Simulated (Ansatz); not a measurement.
Base system: Au in the fcc (Cu type) structure (space group Fm-3m, No. 225; a = 4.157 Å).

Computed with PBE, PAW, 420 eV (Ansatz, an electronic-structure program; scalar-relativistic without spin-orbit coupling), earlier PAW set.

One thing is altered: every Au is replaced by Ag; the structure is relaxed again.

Measured lattice parameter a: Au 4.062 Å (static lattice; corrected from measurement; as listed in Daniel Mejia-Rodriguez, S. B. Trickey, Phys. Rev. B (2018)); Ag 4.062 Å (static lattice; corrected from measurement; as listed in Daniel Mejia-Rodriguez, S. B. Trickey, Phys. Rev. B (2018)).

Task: How well does PBE reproduce the measured shift?

Result: With PBE the lattice parameter a moves by -0.008 Å (4.157 → 4.149) against +0.000 Å measured.

No phonon test of stability was made.
